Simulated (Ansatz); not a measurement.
**Si2BH7: basis-set convergence**

An exercise on one series of results from a longer session: the logs are not shown, and one member is left open.

Program: Ansatz 0.2.0, Gaussian basis. Level of theory: one geometry, several basis sets. These are calculated values, not measurements.

Plan: PBE0-D4/def2-SVP; ωB97M-V/def2-SVP; PBE0-D4/def2-QZVPP; ωB97M-V/def2-QZVPP; the functionals' def2-TZVPP values are taken from earlier runs.

**The relaxed structure**

The geometry comes from an earlier relaxation with PBE0-D4 in a triple-zeta def2 set; it is a stationary point, not always the lowest conformer.

SMILES `[SiH3]B[SiH3]`, 10 atoms, charge 0, spin multiplicity 1.

Atoms are counted from 1 here; the program's logs count them from 0.

Bond lengths: Si1–B2 2.006 Å, Si1–H4 1.495 Å, Si1–H5 1.489 Å, Si1–H6 1.488 Å, B2–Si3 2.006 Å, B2–H7 1.198 Å, Si3–H8 1.495 Å, Si3–H9 1.488 Å, Si3–H10 1.489 Å. Angles: B2–Si1–H4 104.9°, B2–Si1–H5 113.2°, B2–Si1–H6 114.2°, H4–Si1–H5 107.7°, H4–Si1–H6 107.8°, H5–Si1–H6 108.6°, Si1–B2–Si3 124.9°, Si1–B2–H7 117.4°, Si3–B2–H7 117.3°, B2–Si3–H8 105.0°, B2–Si3–H9 114.3°, B2–Si3–H10 113.0°, H8–Si3–H9 107.8°, H8–Si3–H10 107.7°, H9–Si3–H10 108.6°.

Set-up of the first run:

Input file in.yaml:

```yaml
crystal:
  periodic: [false, false, false]
  atoms:
    - {symbol: Si, position_ang: [-1.227908, 1.011641, -0.794536]}
    - {symbol: B, position_ang: [0.497432, 0.009617, -0.588293]}
    - {symbol: Si, position_ang: [1.087800, -0.927564, 1.084188]}
    - {symbol: H, position_ang: [-2.189943, 0.011111, -1.351175]}
    - {symbol: H, position_ang: [-1.137667, 2.140774, -1.761275]}
    - {symbol: H, position_ang: [-1.792518, 1.523651, 0.483223]}
    - {symbol: H, position_ang: [1.170717, -0.137731, -1.568434]}
    - {symbol: H, position_ang: [0.633577, -2.342354, 0.916393]}
    - {symbol: H, position_ang: [0.474058, -0.397130, 2.331383]}
    - {symbol: H, position_ang: [2.567552, -0.943214, 1.251626]}
basis:
  gaussian: {orbitals: def2-SVP}
hamiltonian: {xc: pbe0, dispersion: d4}
output: {orbitals: {seedname: orbitals}}
```

Command:

```
ansatz run in.yaml --threads 2 --pin off --events-out ev --progress --plain --max-ram 4352MiB
```

Among the steps run: PBE0-D4 in def2-SVP; ωB97M-V in def2-SVP; PBE0-D4 in def2-QZVPP; ωB97M-V in def2-QZVPP.

One table of the session follows, with a row left open; its other results are not shown here.

It belongs to the step «Density functionals: the series». 

| functional | basis | HOMO (eV) | LUMO (eV) |
| --- | --- | --- | --- |
| PBE0-D4 | def2-SVP | -8.05 | -2.86 |
| PBE0-D4 | def2-TZVPP | -8.01 | -2.88 |
| PBE0-D4 | def2-QZVPP | -8.01 | -2.89 |
| ωB97M-V | def2-SVP | ? | ? |
| ωB97M-V | def2-TZVPP | -10.11 | -0.91 |
| ωB97M-V | def2-QZVPP | -10.11 | -0.93 |

Estimate the missing values for ωB97M-V, def2-SVP.

The run gave: HOMO (eV): -10.11; LUMO (eV): -0.82.
